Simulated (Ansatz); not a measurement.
Solid CO2 (dry ice) was calculated with r²SCAN (Ansatz, a first-principles code, PAW).

Settings: plane-wave cutoff 600 eV, 4×4×4 k mesh, finite displacements, scalar-relativistic PAW data made under PBE.

Cell (measured lattice):

```
CELL_PARAMETERS angstrom
      5.56000     0.00000     0.00000
      0.00000     5.56000     0.00000
      0.00000     0.00000     5.56000
ATOMIC_POSITIONS crystal
  C  0.00000 0.50000 0.50000
  C  0.50000 0.00000 0.50000
  C  0.00000 0.00000 0.00000
  C  0.50000 0.50000 0.00000
  O  0.87954 0.62046 0.37954
  O  0.37954 0.87954 0.62046
  O  0.87954 0.87954 0.87954
  O  0.12046 0.12046 0.12046
  O  0.62046 0.37954 0.87954
  O  0.62046 0.12046 0.37954
  O  0.37954 0.62046 0.12046
  O  0.12046 0.37954 0.62046
```

### Question
Predict the high-frequency dielectric constant and static dielectric constant.

### Answer

* **high-frequency dielectric constant**: 1.95
* **static dielectric constant**: 2.21

Note: the cell isn't this level's own, so it is under some stress, which shifts stiffness and frequencies.
